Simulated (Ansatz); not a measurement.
Input file:

```yaml
crystal:
  periodic: [false, false, false]
  atoms:
    - {symbol: S, position_ang: [0.082631, -0.393369, 1.616590]}
    - {symbol: P, position_ang: [-0.082243, 0.808148, -0.092960]}
    - {symbol: S, position_ang: [-0.005623, -0.405514, -1.604669]}
    - {symbol: H, position_ang: [0.077486, 0.580207, 2.477427]}
basis:
  gaussian: {orbitals: STO-3G}
correlation: {active_space: {window: {electrons: 2, orbitals: 2}}}
magnetization: {spin_polarized: true, initial_magnetization: 0}
```

```sh
$ ansatz run in.yaml --threads 1 --pin off --events-out ev --progress --plain --max-ram 2393MiB
```

(1) How does this run end?

## Answers

(1) Refused. The input was made wrong on purpose (active space on unrestricted orbitals), so the run isn't a sound calculation of what was asked.
```
Error: invalid value for `correlation.active_space`: it starts from restricted Hartree–Fock orbitals; set hamiltonian.xc: hf without magnetization.spin_polarized
```
